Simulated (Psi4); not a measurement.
This Psi4 input (PBE/6-311+G**) gives -150.84224 Eh with 50 basis functions.

```
memory 1724 MB

molecule {
-1 1
O     0.05728725    0.81312084   -0.03996413
O     0.04221979   -0.70897730   -0.01520246
H    -0.79605634   -0.83314830    0.44133267
}

set {
  basis 6-311+g**
  scf_type df
}

energy('pbe')
print_variables()
```

Change:
```diff
- basis 6-311+g**
+ basis def2-svpd
```

Q: What does the run give now?

A: -150.69254 Eh (PBE/def2-SVPD, 54 functions), a change of +149.70 mEh.
